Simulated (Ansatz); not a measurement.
# CH4NSi radical (SMILES [CH]=N[SiH3]): single points off equilibrium

The task here is to estimate one member of a computed series from the others.

The runs use Ansatz 0.2.0, Gaussian basis; single points in def2-TZVPP.

Cores are frozen in the correlated methods. Orbitals are unrestricted.

### Starting geometry

SMILES `[CH]=N[SiH3]`, 7 atoms, charge 0, spin multiplicity 2.

Atoms are counted from 1 here; the program's logs count them from 0.

Bond lengths: C1–N2 1.186 Å, C1–H4 1.085 Å, N2–Si3 1.723 Å, Si3–H5 1.430 Å, Si3–H6 1.705 Å, Si3–H7 1.373 Å. Angles: N2–C1–H4 145.9°, C1–N2–Si3 149.8°, N2–Si3–H5 104.8°, N2–Si3–H6 112.9°, N2–Si3–H7 102.6°, H5–Si3–H6 104.0°, H5–Si3–H7 128.8°, H6–Si3–H7 103.9°.

Coordinates:

```xyz
7
CH4NSi
C    -0.9225   -1.6370    0.2168
N     0.0050   -0.9443   -0.0399
Si    0.6948    0.6285   -0.1840
H    -1.8894   -1.6988    0.7054
H     0.7381    0.8802   -1.5907
H    -0.3197    1.8568    0.4241
H     1.7325    0.5836    0.7143
```

The first run:

Input file run/in.yaml:

```yaml
crystal:
  periodic: [false, false, false]
  atoms:
    - {symbol: C, position_ang: [-0.922500, -1.637000, 0.216800]}
    - {symbol: N, position_ang: [0.005000, -0.944300, -0.039900]}
    - {symbol: Si, position_ang: [0.694800, 0.628500, -0.184000]}
    - {symbol: H, position_ang: [-1.889400, -1.698800, 0.705400]}
    - {symbol: H, position_ang: [0.738100, 0.880200, -1.590700]}
    - {symbol: H, position_ang: [-0.319700, 1.856800, 0.424100]}
    - {symbol: H, position_ang: [1.732500, 0.583600, 0.714300]}
basis:
  gaussian: {orbitals: def2-TZVPP}
magnetization: {spin_polarized: true, initial_magnetization: 1}
correlation: {method: ccsd_t}
scf: {omitted_lower_state_checks: [cluster_reference]}
output: {forces: true}
```

No record of the launch command was kept for these runs.

Among the steps run: CCSD(T)/def2-TZVPP; PBE0-D4/def2-TZVPP; wB97M-V/def2-TZVPP; r2SCAN-D4/def2-TZVPP; PBE-D4/def2-TZVPP; r2SCAN0-D4/def2-TZVPP; LC-wPBE/def2-TZVPP.

One table of the session follows, with a row left open; its other results are not shown here.

```
    method  RMS force component (eV/Å)  angle to CCSD(T) forces (°)  dipole (D)
   CCSD(T)                       1.631                    reference        0.61
   PBE0-D4                           ?                            ?           ?
   wB97M-V                       1.438                          9.4        0.53
 r2SCAN-D4                       1.470                          7.6        0.40
    PBE-D4                       1.494                          6.6        0.42
r2SCAN0-D4                       1.435                         12.4        0.46
   LC-wPBE                       1.467                         11.7        0.60
```

Estimate the missing values for PBE0-D4.

The run gave: RMS force component (eV/Å): 1.442; angle to CCSD(T) forces (°): 10.4; dipole (D): 0.50. In the column «RMS force component (eV/Å)» it lies between wB97M-V (1.438) and LC-wPBE (1.467).
